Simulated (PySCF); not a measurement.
# Isomers of C3H7Cl: computed energies against enthalpies of formation

**Experimental background.**

From CRC Handbook of Chemistry and Physics, for the gas at 298.15 K: enthalpy of formation of `CC(C)Cl` (2-chloropropane) -144.9 kJ/mol; enthalpy of formation of `CCCCl` (1-chloropropane) -131.9 kJ/mol.

The runs below try to reproduce these values; the comparison stands at the end.

Differences of these values give the isomerisation enthalpies. Geometries: GFN2-xTB; runs in PySCF, gas phase, with a dispersion term only where the level names one. Total electronic energies (Eh):

```json
{"SMILES": "CC(C)Cl", "PBE0/pcSseg-1": "-578.40703", "CAM-B3LYP/def2-SVPD": "-578.46203"}
{"SMILES": "CCCCl", "PBE0/pcSseg-1": "-578.40259", "CAM-B3LYP/def2-SVPD": "-578.45806"}
```

Geometry of `CC(C)Cl` (Å):
```
atom  x, y, z in Å
C1    -1.2776   -0.0949   -0.1753
C2     0.0933    0.5536   -0.1123
C3     1.1593   -0.3829    0.4263
Cl4    0.5631    1.0741   -1.7703
H5    -2.0116    0.5936   -0.5860
H6    -1.5914   -0.3827    0.8260
H7    -1.2479   -0.9835   -0.8013
H8     0.0565    1.4728    0.4784
H9     0.9168   -0.6594    1.4505
H10    2.1345    0.0973    0.4165
H11    1.2104   -1.2853   -0.1784
```

Geometry of `CCCCl` (Å):
```
atom  x, y, z in Å
C1    -1.274   -0.034    0.407
C2    -0.018   -0.506   -0.316
C3     1.129    0.465   -0.090
Cl4    2.601   -0.086   -0.936
H5    -1.095    0.040    1.477
H6    -2.087   -0.735    0.242
H7    -1.582    0.943    0.042
H8     0.269   -1.494    0.047
H9    -0.215   -0.587   -1.387
H10    1.383    0.539    0.968
H11    0.894    1.456   -0.480
```

Zero-point and thermal terms are left out, so the computed numbers are electronic energies.

## Comparison

Relative to `CC(C)Cl`, the lowest by measurement, in kJ/mol (measured: enthalpies at 298.15 K; computed: electronic energies):

```
 SMILES  measured  PBE0/pcSseg-1  CAM-B3LYP/def2-SVPD
CC(C)Cl       0.0            0.0                  0.0
  CCCCl      13.0           11.7                 10.4
```

Measured values: -144.9 kJ/mol (298.15 K; CRC Handbook of Chemistry and Physics) for the first row; the others come from the same table. Unsigned miss: PBE0/pcSseg-1 1.3, CAM-B3LYP/def2-SVPD 2.6 kJ/mol. One conformer stands for `CCCCl`, not necessarily the lowest, while the measurement averages over conformers. Where a level misses, the cause wasn't examined.
